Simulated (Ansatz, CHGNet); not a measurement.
For rock-salt ZrC, the machine-learned potential CHGNet 0.3.0 (trained on PBE and PBE+U data) gives:

```
Quantity                                 Value
------------------------------  --------------
equilibrium lattice constant a         4.721 Å
formation enthalpy              -0.809 eV/atom
```

Problem. What does PBE0 in Ansatz (plane waves, PAW) give for the same quantities?

Solution. 
- lattice constant a: 4.692 Å (decreases by 0.6 %)
- formation enthalpy: -0.983 eV/atom (moves by -0.174 eV/atom)

For comparison: lattice constant a 4.696 Å (measured, temperature not stated, not corrected to a static lattice; as tabulated in Zhang et al. (2018), doi:10.1088/1367-2630/aac7f0); formation enthalpy -1.019 eV/atom (measured, 298 K, copied from a table, unchecked, not corrected to a static lattice; as tabulated in Wang et al. (2021), doi:10.1038/s41598-021-94550-5).

Changes are worked out from the printed values.

Unless a cell is named, each level is at its own relaxed cell (CHGNet 0.3.0 13.15, PBE0 12.91 Å³/atom).

Ansatz's density-functional and Hartree–Fock values are scalar-relativistic unless marked +SOC, with PAW data made under PBE.

Ansatz is an electronic-structure program.
